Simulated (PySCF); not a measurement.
# Magnesium: a sound run and one with changed settings

Sound run: Mg [Ne] 3s2, Mg⁺ [Ne] 3s1. Calculation: PySCF 2.14, in aug-cc-pVDZ; the non-relativistic Hamiltonian (point nucleus). The sound run starts from symmetry-adapted Hartree-Fock orbitals and uses a fine grid where one is needed.

A second run was set up differently.

| species | method | sound run (hartree) | changed run (hartree) | converged |
| --- | --- | --- | --- | --- |
| Mg | UHF | -199.60834 | -199.60834 | yes |
| Mg | BP86 | -200.08172 | -200.09819 | yes |
| Mg | r2SCAN | -200.03362 | -200.15656 | yes |
| Mg⁺ | UHF | -199.36492 | -199.36492 | yes |
| Mg⁺ | BP86 | -199.79731 | -199.76827 | yes |
| Mg⁺ | r2SCAN | -199.76196 | -199.83230 | yes |

Ionisation energy of Mg:

| method | sound run (eV) | changed run (eV) |
| --- | --- | --- |
| UHF | 6.624 | 6.624 |
| BP86 | 7.739 | 8.978 |
| r2SCAN | 7.392 | 8.824 |

What was changed?
A. too few SCF iterations
B. all electrons correlated in a valence basis
C. radial grid too coarse
D. minimal basis

C. It used radial step 1.2 in ln r (0.13 in the sound run). A coarse radial grid mis-integrates the density and the exchange-correlation energy, with errors of either sign; Hartree-Fock needs no grid.
